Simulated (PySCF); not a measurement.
Species: MgF (doublet state).
Numbering: `[F:1][Mg:2]`

Computed, not measured: UKS B3LYP, IGLO-III on F, def2-TZVP with uncontracted s and p shells and three added tight s functions on Mg, non-relativistic, mean-field spin-orbit, GIAO in PySCF. Isolated species at its PBE0-D3(BJ)/def2-SVP geometry, gas phase.

Principal values of hyperfine tensors in MHz (contact, dipolar and spin–orbit terms together):

| atom | isotope | A1 | A2 | A3 |
| --- | --- | --- | --- | --- |
| Mg2 | 25Mg | -334.08 | -321.60 | -321.60 |
| F1 | 19F | 139.08 | 139.08 | 376.02 |

Task: Give the isotropic coupling of each nucleus in MHz and in mT (g = 2.0011), and the anisotropic part.

Result: a_iso is a third of the trace, T = A − a_iso, and a(mT) = a(MHz)/(g × 13.996). The tensors hold a spin–orbit part: the run splits a_iso into a_FC + a_SO, and T includes its anisotropic share.

```csv
atom,a_iso (MHz),a_FC,a_SO,a_iso (mT),T1,T2,T3
Mg2,-325.76,-325.84,0.08,-11.631,-8.32,4.16,4.16
F1,218.06,217.63,0.43,7.786,-78.98,-78.98,157.96
```

Task: What spin density at the nucleus of Mg2 lies behind its contact coupling (g_N = -0.34218)?

Result: a_FC = (2μ0/3) gₑ μB g_N μN ρ(0)/(2S·h) = 800.24 MHz × g_N × ρ(0)/(2S), with ρ in bohr⁻³. With a_FC = -325.84 MHz and 2S = 1, ρ(0) = 1.19 bohr⁻³. The nuclear moment is negative, so coupling and spin density have opposite signs.

Task: Which nucleus of the table has the largest anisotropic coupling, and what is its form?

Result: F1: -79.0, -79.0, 158.0 MHz (the dipolar term alone has -79.2, -79.2, 158.5), axial, in the ratio −1:−1:+2, as the symmetry of a linear species with an axial spin density requires.

Task: What first-order splitting does Mg2 cause when the field lies along A1, A2 or A3 of its tensor (g taken as isotropic, no quadrupole term)?

Result: 6 lines (I = 5/2), spaced by |A_i|/(g × 13.996): 11.93, 11.48, 11.48 mT along the axes of A1, A2 and A3.
